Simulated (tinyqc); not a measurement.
Inside a calculation. Method: extended Hueckel theory, for BH3-. The parameters take no account of the charge, which enters only through the electron count, and nothing here shows that the anion is bound. One step of it, computed by the program tinyqc.

Question. Mulliken analysis. P = C n C^T; charge = valence electrons (H 1, B 3) minus the sum of (P S)_ii on the atom; overlap population = 2 sum P_ij S_ij between two atoms.

coefficients:
```
             MO1        MO2        MO3        MO4        MO5        MO6        MO7
1B 2s   0.558514   0.000017   0.000000   0.039920   0.001267   0.000000   1.455576
1B 2px  0.000003   0.314305   0.000000   0.000001   1.318058   0.000000  -0.001365
1B 2py  0.000000   0.000000   0.314331   0.000000   0.000000   1.318055   0.000000
1B 2pz  0.001042   0.000000   0.000000   0.998925  -0.000058   0.000000  -0.063517
2H 1s   0.269041   0.650187   0.000000  -0.014123  -0.959211   0.000000  -0.785028
3H 1s   0.269077  -0.325054   0.563054  -0.014121   0.478565  -0.830137  -0.786555
4H 1s   0.269077  -0.325054  -0.563054  -0.014121   0.478565   0.830137  -0.786555
```

occupations: 2.000000  2.000000  2.000000  1.000000  0.000000  0.000000  0.000000

overlap S, lower triangle:
```
           1B 2s     1B 2px     1B 2py     1B 2pz     2H 1s     3H 1s     4H 1s
1B 2s   1.000000
1B 2px  0.000000   1.000000
1B 2py  0.000000   0.000000   1.000000
1B 2pz  0.000000   0.000000   0.000000   1.000000
2H 1s   0.480039   0.526273   0.000000  -0.017426  1.000000
3H 1s   0.480103  -0.263187   0.455784  -0.017430  0.087545  1.000000
4H 1s   0.480103  -0.263187  -0.455784  -0.017430  0.087545  0.087581  1.000000
```

Give: charges; Overlap populations.

Answer.

charges: 1B -0.097, 2H -0.301, 3H -0.301, 4H -0.301

Overlap populations:
```
pair      value
2-1    0.718673
3-1    0.718748
3-2   -0.048624
4-1    0.718748
4-2   -0.048624
4-3   -0.048649
```
